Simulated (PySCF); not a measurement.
**Magnetic susceptibility: `[H]/P=C(\C)OC`, C3H7OP**

Geometry:
| atom | x (Å) | y (Å) | z (Å) |
| --- | --- | --- | --- |
| C1 | 1.985 | 0.058 | -0.019 |
| O2 | 0.772 | -0.651 | -0.014 |
| C3 | -0.359 | 0.079 | 0.022 |
| C4 | -1.577 | -0.794 | -0.014 |
| P5 | -0.355 | 1.774 | 0.070 |
| H6 | 2.782 | -0.683 | -0.035 |
| H7 | 2.070 | 0.687 | 0.875 |
| H8 | 2.051 | 0.705 | -0.901 |
| H9 | -1.337 | -1.759 | 0.428 |
| H10 | -1.884 | -0.963 | -1.047 |
| H11 | -2.405 | -0.339 | 0.523 |
| H12 | -1.742 | 1.884 | 0.085 |

Level of theory: GIAO B3LYP/pcSseg-1 magnetisability, rotational g tensor and spin-rotation constants, non-relativistic, gas phase (PySCF). Geometry: GFN2-xTB.

(1) How diamagnetic is it, and how anisotropic?

(2) Split it along the inertial axes a, b, c into diamagnetic and paramagnetic parts about the centre of mass, with the quadrupole moment.

(3) And the rotational g tensor?

Answers

(1) Isotropic -915 × 10⁻³⁰ J/T², or -55.1 × 10⁻⁶ cm³/mol; principal values -1000, -964, -780 × 10⁻³⁰ J/T², anisotropy 204 × 10⁻³⁰ J/T² (root of half the summed squared differences of the principal values). The susceptibility is in cgs units.

(2) 
```tsv
axis	χ (10⁻⁶ cm³/mol)	diamagnetic (10⁻⁶ cm³/mol)	paramagnetic (10⁻⁶ cm³/mol)	summed x² of all electrons (Å²)	quadrupole Θ (D Å)
a	-47.6	-333.7	286.2	82.6	+5.75
b	-57.5	-399.3	341.8	67.2	-3.21
c	-60.2	-635.4	575.2	11.5	-2.55
```
Anisotropies 2χaa − χbb − χcc = +22.6 and 2χbb − χaa − χcc = -7.3 × 10⁻⁶ cm³/mol. Θ is traceless in Buckingham's convention.

(3) 
```tsv
axis	rotational constant (GHz)	g	nuclear part	electronic part
a	4.7906	-0.0537	0.5903	-0.6441
b	3.8807	-0.0158	0.6073	-0.6231
c	2.2030	-0.0066	0.5887	-0.5953
```
Asymmetric top; isotopes 12C, 1H, 16O, 31P; no vibrational averaging.
